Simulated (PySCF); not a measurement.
Problem. What does the PBE0-D3(BJ)/def2-SVP structure of propionyl chloride (`CCC(=O)Cl`) look like in three dimensions?

Solution. 
```
atom  x, y, z in Å
C1    -1.1761   -0.3479    0.0397
C2     0.0541    0.5349   -0.0342
C3     1.3375   -0.2394    0.0331
O4     1.4674   -1.4096    0.1390
Cl5    2.7722    0.8380   -0.0618
H6    -2.0883    0.2640    0.0014
H7    -1.1900   -0.9316    0.9710
H8    -1.2041   -1.0603   -0.7972
H9     0.0881    1.2767    0.7817
H10    0.0892    1.1330   -0.9602
```

Any rigid rotation of these coordinates is as good. Atoms count from 1 in this order. Of the pairs four or more bonds apart, O4···H7 is among the closest relative to their van der Waals radii: 2.83 Å, 104 % of the sum of Bondi's values. The 5 heavy atoms lie in one plane (0.001 Å rms).

Bonds between heavy atoms (Å): C1–C2 1.516, C2–C3 1.500, C3=O4 1.182, C3–Cl5 1.797.

Theory: PBE0-D3(BJ)/def2-SVP geometry optimisation, gas phase in PySCF 2.14.0.

Point group: Cs (every atom within 0.08 Å of its image). Whether it is a minimum is left open (no frequencies). The numbers are those of one conformer (C1–C2–C3–O4 0°).

Hardware: one thread of an Intel Xeon Platinum 8488C, shared host with 192 logical CPUs at a one-minute load of 21. Cost: 28 s wall, 0.42 GiB resident at most. That covers the optimisation of the geometry.
